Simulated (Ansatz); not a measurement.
Mulliken charges of HNOS, SMILES `N=S=O` from r2SCAN/def2-TZVPP in Ansatz (PBE0-D4/def2-TZVP geometry).

| atom | x (Å) | y (Å) | z (Å) | charge (e) |
| --- | --- | --- | --- | --- |
| N1 | 0.416 | 0.840 | -0.291 | -0.340 |
| S2 | 0.621 | -0.509 | 0.344 | 0.574 |
| O3 | -0.502 | -1.407 | 0.525 | -0.407 |
| H4 | -0.535 | 1.077 | -0.578 | 0.173 |

**Question.** By hand: the dipole of these point charges (1 e Å = 4.8032 D).

**Answer.** Σ q r = (0.327, 0.181, -0.017) e Å, of length 0.374 e Å = 1.80 D.

**Question.** How does the dipole of the full density compare? (An estimate is asked.)

**Answer.** Computed: (0.007, 0.162, -0.071) e Å, 0.85 D; the point charges give 2.12 times that, at 60° from its direction.

Point charges leave out the atoms' own dipoles, such as those of lone pairs, and Mulliken's split depends on the basis, so the two needn't agree.
